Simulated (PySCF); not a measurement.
# CH5B (CH3BH2): the cost of one run

Computed with PySCF 2.14.0, with density-fitted response routines of our own, on a single molecule in the gas phase. Atoms are numbered from 0 throughout.

## 1. The molecule as given

7 atoms, charge 0, multiplicity 1; geometry from: GFN2-xTB. The atoms were then displaced at random by about 0.03 Å, so the start is not that level's minimum.

Bonds of the start (Å): B0–C1 1.64, B0–H2 1.04, B0–H3 1.26, C1–H4 1.06, C1–H5 1.06, C1–H6 1.07.

## 2. Optimising the geometry at PBE0-D3(BJ)/def2-SVP

The job: settings as JSON, then the geometry in Å.

```
{"job": {"xc": "PBE0", "basis": "def2-SVP", "d3": "d3bj", "grid": 1, "shake": 0.03, "kind": "geom"}, "charge": 0, "multiplicity": 1}
B      0.957130     0.019110     0.006130
C     -0.674760    -0.110650    -0.036120
H      1.564510    -0.825880    -0.039840
H      1.437530     1.185530     0.024990
H     -1.076050     0.196820     0.900400
H     -1.003690    -1.101370    -0.214390
H     -1.106140     0.544230    -0.763890
```

Started as:

```
> OMP_NUM_THREADS=1 python probes_run.py task.json out
```

The driver reads the jobs from task.json and runs them one after another.

**Question.** How long does this first job take on 1 thread of Arm Neoverse V1, shared host, and how much memory does it need?

About 7.2 s, with a peak of 0.25 GiB.
